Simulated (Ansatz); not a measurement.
System: 1T (CdI2-type) TiTe₂. Method: r²SCAN-D4 (PAW; Ansatz, a program for electronic structure).

Numerical settings: plane-wave cutoff 500 eV, 12×12×6 k mesh (along the axes of the cell as run), Fermi–Dirac smearing 0.05 eV, scalar-relativistic PAW data made under PBE.

Computed at the level's own relaxed cell.

Question: Estimate the volume per atom, equilibrium lattice constant a and lattice parameter c that the calculation returns.

Answer: 
* **volume per atom**: 27.61 Å³/atom
* **equilibrium lattice constant a**: 3.792 Å
* **lattice parameter c**: 6.654 Å

Spin–orbit coupling is not included.

The computed numbers hold no vibrational or temperature effects.
